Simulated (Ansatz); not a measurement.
**SiHO (quartet): wave-function methods side by side, cc-pVDZ**

How much of the correlation energy of SiHO (quartet) does each wave-function method recover here?

The runs use Ansatz 0.2.0, Gaussian basis; cc-pVDZ, core rule «outside noble gas», up to 6 orbitals frozen.

To be run: UHF; CCSD(T) on ROHF; CCSD(T) on UHF; BCCD(T) on ROHF; CISD; CCSDT(Q) on ROHF; CCSDT(Q) on UHF.

35 further runs of the same task are left out: 9 for a known fault of the program, 10 that didn't finish, 16 set aside as unsound or not needed.

**1. What is computed**

The geometry is a PBE0/def2-TZVP stationary point (not a proven minimum).

3 atoms, charge 0, spin multiplicity 4.

Atoms are counted from 1 here; the program's logs count them from 0.

Bond lengths: Si1–O2 1.728 Å, Si1–H3 1.496 Å. Angles: O2–Si1–H3 115.5°.

**2. UHF**

in.yaml

```yaml
crystal:
  periodic: [false, false, false]
  atoms:
    - {symbol: Si, position_ang: [0.000000, -0.094440, 0.592147]}
    - {symbol: O, position_ang: [0.000000, 0.091474, -1.126196]}
    - {symbol: H, position_ang: [0.000000, 1.179495, 1.376770]}
basis:
  gaussian: {orbitals: cc-pVDZ}
magnetization: {spin_polarized: true, initial_magnetization: 3}
hamiltonian: {xc: hf}
output: {orbitals: {seedname: orbitals}}
```

Launch:

```
> ansatz run in.yaml --threads 1 --pin off --events-out ev --progress --plain --max-ram 2393MiB
```

After this run come: CCSD(T) on ROHF; CCSD(T) on UHF; BCCD(T) on ROHF; CISD; CCSDT(Q) on ROHF; CCSDT(Q) on UHF.

**Question.** What will the summary of the whole plan be? Wanted: UCCSDT(Q) below the RHF energy; RMP2 from UCCSDT(Q); UMP2 from UCCSDT(Q); RCCSD from UCCSDT(Q); RCCSD(T) from UCCSDT(Q); UCCSD(T) from UCCSDT(Q); RCCSDT(Q) from UCCSDT(Q); T1 diagnostic.

**Answer**, as computed:

```
                         quantity                                                   value
   UCCSDT(Q) below the RHF energy                                              -6.5027 eV
              RMP2 from UCCSDT(Q)                                              +915.9 meV
              UMP2 from UCCSDT(Q)                                              +910.9 meV
             RCCSD from UCCSDT(Q)                                              +177.4 meV
          RCCSD(T) from UCCSDT(Q)                                               +40.7 meV
          UCCSD(T) from UCCSDT(Q)                                               +40.0 meV
         RCCSDT(Q) from UCCSDT(Q)                                                +2.7 meV
levels within 1 kcal/mol (43 meV)  RCCSD(T), UCCSD(T), BCCD(T), RCCSDT, UCCSDT, RCCSDT(Q)
                    T1 diagnostic                                                   0.028
```

In words: RCCSD(T) misses by +40.7 meV, 0.6 % of the correlation energy. These misses are within one basis, not against nature; the frozen cores of restricted and unrestricted runs differ, which can shift their rows.
